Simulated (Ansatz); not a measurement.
CH4NO, SMILES CN[O], a composite energy at a relaxed geometry

Computed with Ansatz 0.2.0, Python API.

Notebook, run cell by cell (the value of a cell's last expression is shown):

```python
import itertools

import ansatz
from ase.data import atomic_numbers, covalent_radii
import numpy as np
```

```python
GEOMETRY = """
C    -0.59070    0.00250    0.04870
N     0.77820    0.36080   -0.30200
O     1.39620   -0.76360   -0.73770
H    -1.11920    0.89750    0.43960
H    -1.13000   -0.35840   -0.85310
H    -0.60030   -0.79080    0.82850
H     1.26580    0.65210    0.57600
"""
```

```python
system = ansatz.Crystal.molecule()
for line in GEOMETRY.strip().splitlines():
    symbol, *xyz = line.split()
    system = system.atom(symbol, [float(v) for v in xyz])
```

```python
calculation = (
    system.calculation()
    .basis(gaussian="def2-SVP")
    .functional("b3lyp", dispersion="d3bj")
    .spin("collinear", total=1)
)
symbols = [site.symbol for site in system.cartesian_sites]
start = np.array([site.position_ang for site in system.cartesian_sites], dtype=float)
summary = calculation.relax(force_tolerance=0.01).run(threads=1).report
end = np.array(summary["positions_ang"])
# pairs closer than 1.2 times the sum of covalent radii, before or after
radius = [covalent_radii[atomic_numbers[s]] for s in symbols]
span = lambda where, i, j: np.linalg.norm(where[i] - where[j])
bonded = [(i, j) for i, j in itertools.combinations(range(len(symbols)), 2) if min(span(start, i, j), span(end, i, j)) < 1.2 * (radius[i] + radius[j])]
print("pair        before    after (A)")
for i, j in bonded:
    print(f"{symbols[i]}{i}-{symbols[j]}{j}".ljust(10), f"{span(start, i, j):8.4f} {span(end, i, j):8.4f}")
```

    pair        before    after (A)
    C0-N1        1.4578   1.4501
    C0-H3        1.1105   1.1005
    C0-H4        1.1110   1.1003
    C0-H5        1.1124   1.1062
    N1-O2        1.3550   1.2681
    N1-H6        1.0457   1.0279

```python
minimum = ansatz.Crystal.molecule()
for symbol, place in zip(symbols, end):
    minimum = minimum.atom(symbol, place.tolist())
at_minimum = minimum.calculation().spin("collinear", total=1)
# MP2 extrapolated to the basis limit, plus the small-basis difference CCSD(T) - MP2
level = lambda method, basis: at_minimum.basis(gaussian=basis).correlation(method).run(threads=1).report
small, large, cluster = level("mp2", "cc-pVDZ"), level("mp2", "cc-pVTZ"), level("ccsd_t", "cc-pVDZ")
corr = lambda each: (each["free_energy_ev"] - each["reference_energy_ev"]) / 27.211386246
mp2_limit = (27 * corr(large) - 8 * corr(small)) / 19
pieces = {"HF / cc-pVTZ": large["reference_energy_ev"] / 27.211386246, "MP2 correlation, DZ-TZ limit": mp2_limit, "CCSD(T) - MP2 / cc-pVDZ": corr(cluster) - corr(small)}
for name, value in pieces.items():
    print(f"{name:32s} {value:14.6f} Ha")
print(f"{'sum':32s} {sum(pieces.values()):14.6f} Ha")
print("T1 diagnostic", round(cluster["correlation"]["coupled_cluster"]["t1_diagnostic"], 4))
```

    HF / cc-pVTZ                        -169.492494 Ha
    MP2 correlation, DZ-TZ limit          -0.650702 Ha
    CCSD(T) - MP2 / cc-pVDZ               -0.047390 Ha
    sum                                 -170.190587 Ha
    T1 diagnostic 0.0195

Total energies depend on the basis set; only differences at equal settings carry meaning. The sum leaves out core correlation, relativity, the Hartree-Fock basis error and zero-point energy; a DZ-TZ extrapolation is rough. The species is open-shell (spin multiplicity 2). b3lyp holds the VWN-RPA fit, as in Gaussian; the form of ORCA and Turbomole is b3lyp5. Inner cores stay frozen, so this is valence correlation. An extrapolation from small basis sets is rough. Finished in 33 s on 1 thread of Arm Neoverse V2, on a shared host, peak memory 0.34 GiB.

(A comment or docstring line of the script was reworded after the run, the code is as it ran.)
